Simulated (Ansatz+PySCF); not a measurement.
Results of a calculation; reference values are marked as such.
## PySCF 2.14.0 run

```python
from pyscf import gto, scf, mp

# the (T+d) and (D+d) sets load through basis_set_exchange
mol = gto.M(atom="""
P 0.282710 0.000000 0.000000
H -0.094240 0.009610 1.346060
H -0.094240 -1.170530 -0.664700
H -0.094240 1.160910 -0.681360
""", basis={'H': 'cc-pvtz', 'P': 'cc-pv(t+d)z'}, charge=1, spin=1)
mf = scf.UHF(mol)
mf.kernel()
pt = mp.MP2(mf, frozen=5).run()
print(mf.e_tot, pt.e_corr, pt.e_tot)
```

The script is written out from the run's settings.

Output:

```yaml
Converged: yes
Reference_energy: -342.17597 hartree
Correlation_energy: -0.12986 hartree
Total_energy: -342.30583 hartree
Spin_squared_of_the_determinant: 0.758
```
